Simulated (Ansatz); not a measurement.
Density of states of SrAg2 (Imma, a = 4.773 Å, b = 7.579 Å, c = 8.134 Å, α = 90.00°, β = 90.00°, γ = 90.00°), in states per eV and primitive cell, averaged over bins of 0.3 eV. Theory: DFT PBEsol, scalar-relativistic, plane waves, PAW in Ansatz 0.2.0.

Settings: cutoff 420 eV, Γ-centred mesh 10×10×10 on the computed 6-atom cell, Gaussian smearing of 0.10 eV; no spin polarisation.

The cell is relaxed at this level. The states (both spins) are summed by tetrahedra on a 15×15×15 mesh at the self-consistent density. Energies are bin centres; the table starts no lower than −8 eV and ends at 6 eV, or lower where the solved bands end.

It is a metal at this level.

```csv
E − E_F (eV),total,Ag 4d,Ag 5s,Sr 5s,Sr 4p
-6.10,0.22,0.02,0.12,0.06,0.00
-5.80,1.67,1.05,0.39,0.18,0.01
-5.50,21.64,20.01,1.13,0.32,0.05
-5.20,28.23,26.22,1.53,0.25,0.05
-4.90,19.05,16.60,1.87,0.35,0.07
-4.60,16.82,15.82,0.63,0.20,0.04
-4.30,13.99,13.46,0.22,0.16,0.02
-4.00,13.92,13.31,0.23,0.23,0.02
-3.70,19.01,18.13,0.47,0.27,0.02
-3.40,4.68,3.81,0.52,0.30,0.02
-3.10,1.69,0.62,0.66,0.35,0.02
-2.80,1.38,0.38,0.66,0.28,0.02
-2.50,2.40,0.66,1.39,0.23,0.04
-2.20,2.51,0.53,1.62,0.21,0.03
-1.90,2.15,0.36,1.43,0.18,0.02
-1.60,1.45,0.19,0.93,0.18,0.01
-1.30,1.50,0.15,0.83,0.31,0.01
-1.00,1.93,0.15,1.02,0.42,0.01
-0.70,2.18,0.14,1.02,0.54,0.01
-0.40,1.92,0.11,0.78,0.50,0.01
-0.10,1.97,0.10,0.64,0.57,0.01
0.20,2.48,0.10,0.60,0.69,0.01
0.50,3.43,0.10,0.54,0.77,0.01
0.80,3.97,0.08,0.39,0.41,0.00
1.10,4.53,0.07,0.31,0.22,0.00
1.40,4.16,0.06,0.21,0.10,0.00
1.70,3.18,0.06,0.16,0.09,0.00
2.00,5.33,0.09,0.19,0.18,0.00
2.30,3.29,0.06,0.07,0.07,0.00
2.60,2.39,0.04,0.05,0.05,0.00
2.90,2.01,0.03,0.03,0.05,0.00
3.20,2.39,0.04,0.04,0.08,0.00
3.50,2.90,0.05,0.09,0.09,0.00
3.80,2.42,0.03,0.07,0.06,0.00
4.10,3.27,0.03,0.07,0.12,0.00
4.40,4.43,0.04,0.15,0.12,0.00
4.70,4.91,0.04,0.22,0.13,0.00
5.00,6.47,0.05,0.34,0.31,0.00
5.30,4.10,0.03,0.36,0.22,0.00
5.60,3.82,0.03,0.57,0.24,0.00
```

The columns after the total are the main Löwdin projections on the occupied valence shells of the potentials; 1 other is left out. The rest of the total lies in those, in shells that are empty in the free atom, which aren't projected, and between the atoms.

Cost: 1 run of about 6.1 core-minutes, on Arm Neoverse V2 (shared hosts).